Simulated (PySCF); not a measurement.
Compound: C3H3FO2.
Z-matrix (Å and degrees, GFN2-xTB geometry), rows numbered from 1:
```
O 
C   1  1.2042
O   2  1.3381  1  122.94
C   2  1.4724  1  125.53  3  -179.97
C   4  1.3260  2  120.01  1     0.15
F   5  1.3277  4  122.37  2   179.99
H   3  0.9701  2  110.37  1     0.02
H   4  1.0781  2  117.35  1  -179.88
H   5  1.0819  4  124.40  2     0.01
```

Method: PBE0/pcSseg-1 in PySCF (dipole) on a GFN2-xTB geometry, gas phase.

Masses are those of the commonest isotopes; rigid-rotor values at the optimised geometry. The values belong to one conformer with, in the numbering `[O:1]=[C:2]([OH:3])/[CH:4]=[CH:5]/[F:6]`, O1–C2–O3–H 0°, O1–C2–C4–C5 0°.

(1) What are A, B and C (MHz)?

(2) What kind of rotor is it?

(3) Is it planar, by Δ = Ic − Ia − Ib?

(4) Which types of transition are allowed, and where do some lines up to J = 5 fall?

(5) Estimate the classical rotational partition function at 10 K, 200 K and 500 K.

## Answers

(1) Ia = 46.68, Ib = 266.69, Ic = 313.37 u·Å²; 505379 MHz·u·Å²/I gives A = 10826, B = 1895, C = 1613 MHz.

(2) A near-prolate asymmetric top: κ = (2 × 1895 − 10826 − 1613)/(10826 − 1613) = -0.94.

(3) Planar: Δ = Ic − Ia − Ib = 0.00 u·Å². For a rigid frame Δ = −2 Σ m c², so it vanishes when all atoms lie in the ab plane; here none is more than 0.01 Å from it.

(4) The dipole components are |μa| = 0.51 D, |μb| = 0.90 D, |μc| = 0.00 D; the mirror of this Cs structure is the ab plane, so μc vanishes by symmetry and there are no c-type lines. The squared components, which scale the intensities, stand as 0.32 : 1.00 (a : b). Some lines, for components of 0.1 D or more:

| type | branch | J(Ka,Kc) | MHz | lower level (cm⁻¹) |
| --- | --- | --- | --- | --- |
| a | R | 2(0,2) ← 1(0,1) | 7009 | 0.117 |
| b | Q | 3(1,2) ← 3(0,3) | 9947 | 0.701 |
| a | R | 3(1,2) ← 2(1,1) | 10943 | 0.668 |
| b | R | 1(1,1) ← 0(0,0) | 12438 | 0.000 |
| a | R | 5(1,5) ← 4(1,4) | 16805 | 1.425 |
| a | R | 5(4,2) ← 4(4,1) | 17553 | 6.012 |
| b | Q | 5(2,3) ← 5(1,4) | 25355 | 2.127 |
| b | Q | 3(2,2) ← 3(1,3) | 28066 | 0.976 |
| b | Q | 4(2,3) ← 4(1,4) | 28638 | 1.425 |
| b | Q | 4(4,1) ← 4(3,2) | 63490 | 3.894 |

(5) Point group Cs, symmetry number σ = 1; q = (√π/σ)·√((kT/h)³/(ABC)), k/h = 20836.6 MHz/K: 927 at 10 K, 82900 at 200 K, 328000 at 500 K.

Not checked by GFN2-xTB frequencies. These are rigid-rotor constants of the computed structure; measured ground-state constants (B0) also hold zero-point vibration.
